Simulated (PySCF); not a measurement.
Write Cartesian coordinates for `C(C#[C-])CCC` as optimised with PBE0-D3(BJ)/def2-SVP. (Charge -1.)

```xyz
15
C6H9 angstrom
C      2.812    1.152    1.349
C      2.361    0.404    0.454
C      1.739   -0.431   -0.575
C      0.227   -0.620   -0.369
C     -0.533    0.698   -0.360
C     -2.008    0.560   -0.019
H      1.886   -0.002   -1.592
H      2.201   -1.440   -0.628
H      0.074   -1.123    0.603
H     -0.188   -1.292   -1.148
H     -0.422    1.186   -1.347
H     -0.017    1.353    0.364
H     -2.524    1.535   -0.022
H     -2.536   -0.097   -0.732
H     -2.140    0.121    0.985
```

Any rigid rotation of these coordinates is as good. Atoms count from 1 in this order. The 5 C–C bonds span 1.251 Å (C1≡C2, drawn triple) to 1.538 Å (C3–C4, drawn single), a spread of 0.287 Å. Of the pairs four or more bonds apart, C2···H12 is among the closest relative to their van der Waals radii: 2.56 Å, 88 % of the sum of Bondi's values.

Bonds between heavy atoms (Å): C1≡C2 1.251, C2–C3 1.464, C3–C4 1.538, C4–C5 1.521, C5–C6 1.520.

Method: PySCF 2.14.0, PBE0-D3(BJ)/def2-SVP geometry optimisation, gas phase.

Point group: C1 (no symmetry element, even within 0.4 Å). No frequency check. Torsions: C2–C3–C4–C5 59°, C3–C4–C5–C6 -174°.

One conformer stands for the species.
